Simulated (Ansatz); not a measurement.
Cartesian coordinates (Å):
SMILES: CC(N)=O
```xyz
9

C     -1.0995    -0.1491    -0.0540
C      0.2308     0.5860    -0.0133
N      1.3312    -0.2251     0.0822
O      0.3248     1.8069    -0.0611
H     -1.2455    -0.7472     0.8579
H     -1.1451    -0.8324    -0.9150
H     -1.9048     0.5870    -0.1348
H      2.2473     0.2075     0.1150
H      1.2607    -1.2337     0.1230
```
Charge 0, multiplicity 1.

The numbers are results of Ansatz (an electronic-structure program) with frozen-core CCSD(T)/cc-pVTZ // PBE-D3(BJ)/def2-TZVP, not measurements.

```
Item                            Value
----------------------  -------------
HF energy               -208.05756 Ha
MP2 correlation energy    -0.77770 Ha
```

### Question
Estimate the CCSD correlation energy, the (T) correction, the total energy and the T1 diagnostic.

### Answer

* **CCSD correlation energy**: -0.79836 Ha
* **(T) correction**: -0.03361 Ha
* **CCSD(T) total energy**: -208.88953 Ha
* **T1 diagnostic**: 0.014
